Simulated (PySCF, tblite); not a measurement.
## dinitrogen and 3 × ammonia

A gas-phase complex of dinitrogen and 3 × ammonia; neutral, singlet. The structure comes from a short search (6 tight-binding starts) and was relaxed by PBE0-D3(BJ)/def2-SVPD; another way of binding may lie lower. No frequency run checks that it is a minimum.

| part | name | SMILES | atoms | charge | multiplicity |
| --- | --- | --- | --- | --- | --- |
| 1 | dinitrogen | N#N | 1–2 | 0 | 1 |
| 2 | ammonia | N | 3–6 | 0 | 1 |
| 3 | ammonia | N | 7–10 | 0 | 1 |
| 4 | ammonia | N | 11–14 | 0 | 1 |

```
atom  part   x (Å)   y (Å)   z (Å)
  N1     1  -0.085  -0.573  -0.318
  N2     1  -1.083  -0.489   0.129
  N3     2  -3.511  -0.304  -2.359
  H4     2  -3.485   0.544  -1.800
  H5     2  -3.665  -1.070  -1.710
  H6     2  -2.577  -0.432  -2.763
  N7     3   2.125  -0.110  -2.728
  H8     3   2.030  -0.643  -1.868
  H9     3   3.026  -0.339  -3.137
 H10     3   2.155   0.871  -2.462
 N11     4  -0.762  -0.731  -3.902
 H12     4   0.207  -0.532  -3.636
 H13     4  -0.795  -1.689  -4.239
 H14     4  -0.988  -0.140  -4.698
```

```json
{"contact": "H6···N11", "kind (by geometry)": "hydrogen bond", "distance (Å)": "2.164", "angle (°)": "171"}
{"contact": "H12···N7", "kind (by geometry)": "hydrogen bond", "distance (Å)": "2.164", "angle (°)": "170"}
```

Interaction energies are complex less parts, with the parts frozen as they stand in it; counterpoise-corrected, in kcal/mol (PySCF).

Task: How strongly do the parts interact, level by level?

Result: 
```
                 level  interaction  superposition error removed
wB97M-D3(BJ)/def2-SVPD        -8.35                        -3.00
 PBE0-D3(BJ)/def2-SVPD        -9.15                        -2.76
```

Task: What holds them together? Decompose the wB97M-D3(BJ)/def2-SVPD energy: frozen parts, their antisymmetrised product, then relaxation.

Result: electrostatic -13.8, Pauli repulsion +13.1, orbital relaxation -7.7, dispersion correction -2.9 kcal/mol, which sum to the value before the counterpoise correction; the Pauli term holds the exchange-correlation of the frozen density too. Of the attraction, 56 % is electrostatic, 32 % is orbital relaxation, 12 % is dispersion correction, though superposition error inflates the orbital part.

The orbital term holds the superposition error of 3.0 kcal/mol.

The parts were also relaxed and run alone, at the levels used for the complex: shieldings by PBE0/pcSseg-1; core levels by delta-SCF with SCAN, pcX-2 on the ionised atom and pcseg-1 elsewhere, spin-free X2C.

Task: What does binding change?

Result: 
| property | alone | in the complex | change |
| --- | --- | --- | --- |
| N3–H6 bond (Å) | 1.016 | 1.025 | +0.009 |
| shielding of H6 (ppm) | 31.64 | 27.99 | -3.64 |
| shielding of N11 (ppm) | 266.6 | 253.4 | -13.2 |
| shielding of H12 (ppm) | 31.64 | 27.83 | -3.81 |
| shielding of N7 (ppm) | 266.6 | 254.4 | -12.1 |
| N3 1s core level (eV) | 405.54 | 404.12 | -1.42 |
| N7 1s core level (eV) | 405.54 | 405.75 | +0.21 |
| N11 1s core level (eV) | 405.54 | 404.66 | -0.89 |
